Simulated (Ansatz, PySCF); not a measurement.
Gas-phase enthalpy of formation at 298 K, by the atomisation route, of [CH2]O (SMILES; CH3O). Each molecule is optimised on its own at B3LYP-D3(BJ)/def2-TZVP (Ansatz, a first-principles code), one conformer each, not searched for the lowest. Correlated levels leave the core frozen unless marked. UHF or UKS for open shells. No spin-orbit coupling. No relativistic terms. CBS(X,Y): correlation extrapolated as X^-3; Hartree-Fock from the larger set. Thermal terms are rigid-rotor harmonic-oscillator values from B3LYP-D3(BJ) frequencies (PySCF) at 298.15 K and 1 atm. 1 Eh = 627.5095 kcal/mol.

| species | count | E, CCSD(T)/CBS(cc-pVTZ,cc-pVQZ) (Ansatz) (Eh) | E, PBE/def2-TZVPD (Ansatz) (Eh) | measured ΔHf at 0 K (kcal/mol) | H(298) - H(0) of the element (kcal/mol) |
|---|---|---|---|---|---|
| [CH2]O | 1 | -114.94449 | -114.97584 | - | - |
| C atom | 1 | -37.78949 | -37.79605 | 169.98 | 0.25 |
| H atom | 3 | -0.49995 | -0.49962 | 51.63 | 1.01 |
| O atom | 1 | -75.00383 | -75.01069 | 58.99 | 1.04 |

Molecule: zero-point energy 23.28, H(298) - H(0) 2.71 kcal/mol. The route leaves out scalar relativity and anharmonic zero-point terms, the atoms' spin-orbit terms, and in the frozen-core level the core correlation. Atomic data: G2/97 table in ASE.

Q: Work out De, D0 and ΔHf at 0 and 298 K at both levels, and their errors against the measured value.

A: 
The atoms' values sum to 383.86 (0 K) and 4.32 (thermal), in kcal/mol.
- CCSD(T)/CBS(cc-pVTZ,cc-pVQZ): De = 408.71; D0 = 408.71 - 23.28 = 385.43; ΔHf(0 K) = 383.86 - 385.43 = -1.57; ΔHf(298 K) = -1.57 + 2.71 - 4.32 = -3.18; error +0.6.
- PBE/def2-TZVPD: De = 420.58; D0 = 420.58 - 23.28 = 397.30; ΔHf(0 K) = 383.86 - 397.30 = -13.44; ΔHf(298 K) = -13.44 + 2.71 - 4.32 = -15.05; error -11.2.
Measured: -3.8 kcal/mol (Active Thermochemical Tables 1.112 (ions: stationary electron), as tabulated in the package chemicals).
